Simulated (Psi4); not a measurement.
Psi4 input (wB97X-D/6-31G*):

```
memory 1500 MB

molecule {
0 1
H     0.02111205   -0.00143336    2.12185248
N     0.01112652   -0.00075541    1.11826362
C     0.00946073    1.12191629    0.33153769
C    -0.00287711   -1.12236327    0.33014438
C    -0.00584339    0.71143788   -0.97956154
C    -0.01365831   -0.71011385   -0.98044408
H     0.01917266    2.10750118    0.76352653
H    -0.00400481   -2.10853097    0.76090912
H    -0.01087228    1.35755136   -1.84125406
H    -0.02578477   -1.35506260   -1.84293812
symmetry c1
no_reorient
no_com
}

set {
  basis 6-31G*
  reference rks
  scf_type pk
  dft_radial_points 99
  dft_spherical_points 590
  e_convergence 1e-8
  d_convergence 1e-7
  maxiter 150
}

e = energy('wb97x-d')
print_out(f'\nFINAL {e:.10f} DIPOLE {variable("CURRENT DIPOLE")[0]:.6f} {variable("CURRENT DIPOLE")[1]:.6f} {variable("CURRENT DIPOLE")[2]:.6f}\n')
```

From the last part of the output:

```
      13A     -0.499289    14A     -0.485793    15A     -0.462424
      16A     -0.446824    17A     -0.311424    18A     -0.278634

    Virtual:

      19A      0.126455    20A      0.169093    21A      0.174656
      22A      0.230089    23A      0.254925    24A      0.261949
      25A      0.273591    26A      0.322645    27A      0.326661
      28A      0.425137    29A      0.455364    30A      0.544821
      31A      0.627913    32A      0.647024    33A      0.675576
      34A      0.694897    35A      0.701006    36A      0.708451
      37A      0.724987    38A      0.729574    39A      0.738919
      40A      0.790850    41A      0.868942    42A      0.915038
      43A      0.930661    44A      0.960660    45A      0.964934
      46A      1.011284    47A      1.026369    48A      1.036524
      49A      1.081641    50A      1.238805    51A      1.259405
      52A      1.345064    53A      1.383800    54A      1.427831
      55A      1.456469    56A      1.485415    57A      1.591098
      58A      1.602438    59A      1.640187    60A      1.642541
      61A      1.888586    62A      1.976438    63A      2.094238
      64A      2.112888    65A      2.152345    66A      2.215858
      67A      2.306641    68A      2.331688    69A      2.348881
      70A      2.360929    71A      2.426170    72A      2.433486
      73A      2.654177    74A      2.693929    75A      2.728342
      76A      2.792325    77A      2.792667    78A      3.067329
      79A      3.112823    80A      3.126043    81A      4.016587
      82A      4.237740    83A      4.245226    84A      4.451255
      85A      4.581674

    Final Occupation by Irrep:
              A
    DOCC [    18 ]
    NA   [    18 ]
    NB   [    18 ]

  @RKS Final Energy:  -210.09486568300181

   => Energetics <=

    Nuclear Repulsion Energy =            161.2490719879214112
    One-Electron Energy =                -601.8507731205314712
    Two-Electron Energy =                 251.4297462851548062
    DFT Exchange-Correlation Energy =     -20.9200240764127230
    Empirical Dispersion Energy =          -0.0028867591338452
    VV10 Nonlocal Energy =                  0.0000000000000000
    Total Energy =                       -210.0948656830018137

Computation Completed

Properties will be evaluated at   0.000000,   0.000000,   0.000000 [a0]

Properties computed using the SCF density matrix

 Multipole Moments:

 ------------------------------------------------------------------------------------
     Multipole            Electronic (a.u.)      Nuclear  (a.u.)        Total (a.u.)
 ------------------------------------------------------------------------------------

 L = 1.  Multiply by 2.5417464519 to convert [e a0] to [Debye]
 Dipole X            :          0.0075838            0.0000000            0.0075839
 Dipole Y            :         -0.0005150            0.0000001           -0.0005149
 Dipole Z            :          0.7622111           -0.0000000            0.7622111
 Magnitude           :                                                    0.7622490

 ------------------------------------------------------------------------------------

FINAL -210.0948656830 DIPOLE 0.007584 -0.000515 0.762211

*** Psi4 exiting successfully. Buy a developer a beer!
```
